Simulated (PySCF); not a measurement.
Compound: tert-butylhydrazine, C4H12N2.
Structure used (GFN2-xTB), in Å, numbered top down from 1:
```
atom  x, y, z in Å
C1    -0.3620   -0.8996    1.1248
C2     0.2078   -0.1101   -0.0574
C3     1.3580   -0.8951   -0.6922
C4     0.7230    1.2579    0.4218
N5    -0.8256   -0.0030   -1.0962
N6    -2.0650    0.5822   -0.7495
H7     0.4321   -1.1518    1.8221
H8    -1.1111   -0.3196    1.6608
H9    -0.8194   -1.8188    0.7670
H10    1.7738   -0.3484   -1.5357
H11    0.9948   -1.8539   -1.0514
H12    2.1487   -1.0638    0.0341
H13    1.4896    1.1250    1.1806
H14   -0.0804    1.8515    0.8567
H15    1.1511    1.8156   -0.4099
H16   -0.4569    0.5174   -1.8886
H17   -1.9623    1.4214   -0.1731
H18   -2.6050   -0.1006   -0.2256
```

Computed at PBE0/pcSseg-1 (PySCF, non-relativistic), with Q(14N) = 0.02044 b: N5, 14N (I = 1): χzz = -6.901 MHz, η = 0.403; N6, 14N (I = 1): χzz = -6.367 MHz, η = 0.445.

(1) Find the zero-field quadrupole resonance frequencies of 14N at N5.

(2) Where would the pure quadrupole (NQR) lines of 14N at N6 fall for the rigid, isolated species?

## Answers

(1) From ν± = (3/4)|χ|(1 ± η/3) and ν0 = |χ|η/2: ν+ 5.870 MHz, ν− 4.481 MHz, ν0 1.389 MHz (hydrazine nitrogen).

(2) From ν± = (3/4)|χ|(1 ± η/3) and ν0 = |χ|η/2: ν+ 5.484 MHz, ν− 4.066 MHz, ν0 1.417 MHz (hydrazine nitrogen).

In a crystal, neighbours and librations shift these lines. GFN2-xTB bond lengths can be off by several hundredths of an ångström, more for odd bonds, and the gradients follow them. The small basis limits the accuracy of the gradients.

One conformer stands for the species.
